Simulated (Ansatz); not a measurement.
**SiH₂ (singlet): the correlation ladder, cc-pVTZ**

How much of the correlation energy of SiH₂ (singlet) does each wave-function method recover here?

Program: Ansatz 0.2.0, Gaussian basis. Level of theory: cc-pVTZ, core rule «outside noble gas», up to 5 orbitals frozen. These are calculated values, not measurements.

Plan: UHF; CCSD(T) on RHF; CCSD(T) on UHF; BCCD(T) on RHF; CISD; CCSDT(Q) on RHF; CCSDT(Q) on UHF; CCSDTQ on RHF; CASSCF and MRCISD+Q, 6 electrons in 6 orbitals; CASSCF and NEVPT2, 6 electrons in 6 orbitals; Full CI.

7 further runs of the same task are left out: 7 set aside as unsound or not needed.

**1. The geometry**

The geometry is a PBE0/def2-TZVP stationary point (not a proven minimum).

3 atoms, charge 0, spin multiplicity 1.

Atoms are counted from 1 here; the program's logs count them from 0.

Bond lengths: Si1–H2 1.526 Å, Si1–H3 1.526 Å. Angles: H2–Si1–H3 91.2°.

**2. UHF**

Contents of in.yaml:

```yaml
crystal:
  periodic: [false, false, false]
  atoms:
    - {symbol: Si, position_ang: [0.000000, -0.071477, 0.000000]}
    - {symbol: H, position_ang: [0.000000, 0.995827, -1.090012]}
    - {symbol: H, position_ang: [0.000000, 0.995827, 1.090012]}
basis:
  gaussian: {orbitals: cc-pVTZ}
magnetization: {spin_polarized: true, initial_magnetization: 0}
hamiltonian: {xc: hf}
output: {orbitals: {seedname: orbitals}}
```

Run with:

```console
$ ansatz run in.yaml --threads 1 --pin off --events-out ev --progress --plain --max-ram 3498MiB --backend cpu
```

After this run come: CCSD(T) on RHF; CCSD(T) on UHF; BCCD(T) on RHF; CISD; CCSDT(Q) on RHF; CCSDT(Q) on UHF; CCSDTQ on RHF; CASSCF and MRCISD+Q, 6 electrons in 6 orbitals; CASSCF and NEVPT2, 6 electrons in 6 orbitals; Full CI.

Q: Predict the results of all the runs planned. Wanted: FCI below the RHF energy; RMP2 from FCI; UMP2 from FCI; RCCSD from FCI; RCCSD(T) from FCI; UCCSD(T) from FCI; RCCSDT(Q) from FCI; UCCSDT(Q) from FCI; NEVPT2 valence from FCI.

The runs gave:

| quantity | value |
| --- | --- |
| FCI below the RHF energy | -3.8496 eV |
| RMP2 from FCI | +20.15 kcal/mol |
| UMP2 from FCI | +24.27 kcal/mol |
| RCCSD from FCI | +2.92 kcal/mol |
| RCCSD(T) from FCI | +0.59 kcal/mol |
| UCCSD(T) from FCI | +0.79 kcal/mol |
| RCCSDT(Q) from FCI | +0.02 kcal/mol |
| UCCSDT(Q) from FCI | +0.04 kcal/mol |
| NEVPT2 valence from FCI | +17.98 kcal/mol |
| MRCISD+Q valence from FCI | +0.59 kcal/mol |
| levels within 1 kcal/mol (43 meV) | RCCSD(T), UCCSD(T), BCCD(T), RCCSDT, UCCSDT, RCCSDT(Q), UCCSDT(Q), RCCSDTQ, MRCISD+Q valence |
| T1 diagnostic | 0.014 |
| effectively unpaired electrons | 0.10 |

In words: RCCSD(T) lands +0.59 kcal/mol from the yardstick (0.7 % of the correlation energy). One determinant dominates. Of the multireference levels listed MRCISD+Q valence comes nearest in total energy (+0.59 kcal/mol), which doesn't show that its space is the better one. These misses are within one basis, not against nature.
